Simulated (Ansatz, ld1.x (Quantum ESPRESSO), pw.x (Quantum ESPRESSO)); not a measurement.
## pw.x on fcc N: one setting changed

Potential: norm-conserving Troullier–Martins (Kleinman–Bylander form), ld1.x (Quantum ESPRESSO) 7.5, PBEsol; core [He], reference 2s2 2p2.5; waves: 2s (bound): rc 1.00 bohr; 2p (bound): rc 1.70 bohr; 3d channel at -0.2 Ry: rc 1.75 bohr; local part: all-electron potential smoothed inside 0.90 bohr (lloc = -1); core correction: a·sin(br)/r model core inside 0.60 bohr.

The reference run (k-mesh 18³, cutoffs 170/680 Ry, Fermi–Dirac 0.01 Ry, mixing_beta 0.4, conv_thr 1e-9, no spin) gives 1.06 GPa at 7.215 Å³/atom, where all-electron LAPW gives 0.53 GPa. This run, with its own iteration cap, changes smearing to fermi, a wrong or extreme entry chosen on purpose.

```
&control
  calculation='scf', prefix='x', pseudo_dir='./', outdir='./tmp', tstress=.true., disk_io='none'
/
&system
  ibrav=0, nat=1, ntyp=1, ecutwfc=170, ecutrho=680, nbnd=9,
  occupations='smearing', smearing='fermi', degauss=0.01
/
&electrons
  conv_thr=1e-09, mixing_beta=0.4, electron_maxstep=70
/
ATOMIC_SPECIES
N 1.0 N.UPF
CELL_PARAMETERS angstrom
  0.00000000 1.53368245 1.53368245
  1.53368245 0.00000000 1.53368245
  1.53368245 1.53368245 0.00000000
ATOMIC_POSITIONS crystal
N 0.0000 0.0000 0.0000
K_POINTS automatic
18 18 18 0 0 0
```

```bash
pw.x < N.scf.in > N.scf.out
```

Problem. How does the run end?

Solution. It stops with "set_occupations: smearing fermi unknown".

```
Error in routine  set_occupations (1):
      smearing fermi unknown
```
